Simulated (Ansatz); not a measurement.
**CH (doublet): wave-function methods side by side at distance C1–H2 = 1.586 Å, cc-pVTZ**

How much of the correlation energy of CH (doublet) does each wave-function method recover here?

Method: cc-pVTZ, core rule «outside noble gas», up to 1 orbitals frozen; program: Ansatz 0.2.0, Gaussian basis.

Plan: UHF; CCSD(T) on ROHF; CCSD(T) on UHF; BCCD(T) on ROHF; CISD; CCSDT(Q) on ROHF; CCSDT(Q) on UHF; CASSCF and MRCISD+Q, 3 electrons in 3 orbitals; CASSCF and NEVPT2, 3 electrons in 3 orbitals; CASSCF and MRCISD+Q, 5 electrons in 5 orbitals; CASSCF and MRCISD+Q(relaxed), 5 electrons in 5 orbitals; CASSCF and NEVPT2, 5 electrons in 5 orbitals; Full CI.

16 further runs of the same task are left out: 1 for a known fault of the program, 10 that didn't finish, 5 set aside as unsound or not needed.

**1. What is computed**

The geometry derives from a PBE0/def2-TZVP stationary point (not a proven minimum). One bond is set to the value named and the two fragments are kept rigid.

2 atoms, charge 0, spin multiplicity 2.

Atoms are counted from 1 here; the program's logs count them from 0.

No contacts short enough for the rule that draws bonds.

**2. UHF**

Input file in.yaml:

```yaml
crystal:
  periodic: [false, false, false]
  atoms:
    - {symbol: C, position_ang: [0.000000, 0.000000, 0.000000]}
    - {symbol: H, position_ang: [0.000000, 0.000000, 1.586000]}
basis:
  gaussian: {orbitals: cc-pVTZ}
magnetization: {spin_polarized: true, initial_magnetization: 1}
hamiltonian: {xc: hf}
output: {orbitals: {seedname: orbitals}}
```

Launch:

```sh
$ ansatz run in.yaml --threads 1 --pin off --events-out ev --progress --plain --max-ram 2393MiB
```

After this run come: CCSD(T) on ROHF; CCSD(T) on UHF; BCCD(T) on ROHF; CISD; CCSDT(Q) on ROHF; CCSDT(Q) on UHF; CASSCF and MRCISD+Q, 3 electrons in 3 orbitals; CASSCF and NEVPT2, 3 electrons in 3 orbitals; CASSCF and MRCISD+Q, 5 electrons in 5 orbitals; CASSCF and MRCISD+Q(relaxed), 5 electrons in 5 orbitals; CASSCF and NEVPT2, 5 electrons in 5 orbitals; Full CI.

Before running them: what should the planned runs give, taken together? Wanted: FCI below the RHF energy; RMP2 from FCI; UMP2 from FCI; RCCSD from FCI; RCCSD(T) from FCI; UCCSD(T) from FCI; RCCSDT(Q) from FCI; UCCSDT(Q) from FCI; NEVPT2 pair from FCI.

The runs gave:

```
                         quantity                                                                                                           value
         FCI below the RHF energy                                                                                                      -4.0103 eV
                    RMP2 from FCI                                                                                                      +971.8 meV
                    UMP2 from FCI                                                                                                     +1209.0 meV
                   RCCSD from FCI                                                                                                      +154.7 meV
                RCCSD(T) from FCI                                                                                                       +27.8 meV
                UCCSD(T) from FCI                                                                                                       +30.4 meV
               RCCSDT(Q) from FCI                                                                                                        +0.6 meV
               UCCSDT(Q) from FCI                                                                                                        -0.4 meV
             NEVPT2 pair from FCI                                                                                                      +699.9 meV
          NEVPT2 valence from FCI                                                                                                      +522.9 meV
        MRCISD+Q valence from FCI                                                                                                       +11.8 meV
levels within 1 kcal/mol (43 meV)  RCCSD(T), UCCSD(T), BCCD(T), RCCSDT, UCCSDT, RCCSDT(Q), UCCSDT(Q), MRCISD+Q valence, MRCISD+Q(relaxed) valence
                    T1 diagnostic                                                                                                           0.026
   effectively unpaired electrons                                                                                                            1.12
```

What this shows: RCCSD(T) misses by +27.8 meV, 0.7 % of the correlation energy. MRCISD+Q(relaxed) valence falls below full CI: the +Q correction isn't variational, and the cores differ from full CI's. One determinant dominates. Of the multireference levels listed MRCISD+Q valence comes nearest in total energy (+11.8 meV), which doesn't show that its space is the better one. These misses are within one basis, not against nature; the frozen cores of restricted and unrestricted runs differ, which can shift their rows.
